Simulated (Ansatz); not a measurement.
Reactions of `OC1CCC1`.

Computed with Ansatz on PBE0-D4/def2-TZVP structures; ΔE is electronic, products minus reactants. CCSD(T)/CBS adds triple-zeta CCSD(T) − MP2 to the extrapolated MP2 energy (def2 sets, frozen cores). This one scheme is used for every species, atoms too. Open shells (•) are unrestricted, without spin–orbit coupling. Spin–orbit coupling would lower the free atoms: a little for C, O. One conformer a species, not always the lowest.

Question: Order these by ΔE at CCSD(T)/CBS, lowest first. (Best estimate.)
A. `OC1CCC1` → `C=CCCO`
B. `OC1CCC1` → `C1CCOC1`
C. `OC1CCC1` → `C=C(C)CO`
D. `OC1CCC1` → 4 C• + 8 H• + O•
E. `OC1CCC1` → `CCCC=O`
F. `OC1CCC1` → `CC1(C)CO1`

Answer: E (-13.8 kcal/mol), B (-9.6 kcal/mol), C (-3.8 kcal/mol), A (-1.0 kcal/mol), F (+3.2 kcal/mol), D (+1251.4 kcal/mol).

Largest T1 diagnostic: 0.012, for `CCCC=O`.
